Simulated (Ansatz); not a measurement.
## Ansatz (development build ahead of 0.2.0) run

```yaml
crystal:
  periodic: [false, false, false]
  atoms:
    - { symbol: O, position_ang: [0.0, 0.90579, -0.77246] }
    - { symbol: H, position_ang: [0.0, 1.72224, -0.11845] }
    - { symbol: Cl, position_ang: [0.0, -0.52756, 0.37048] }
basis:
  gaussian: { orbitals: cc-pVTZ }
hamiltonian:
  xc: hf
correlation:
  method: mp2
  frozen_orbitals: { Cl: 5, H: 0, O: 1 }
```

The input is written out in the form of the current development build from the run's settings.

Results

```
Converged                       : yes
Reference energy                : -534.89821 hartree
Correlation energy              : -0.44761 hartree
Total energy                    : -535.34582 hartree
Spin squared of the determinant : 0.000
```
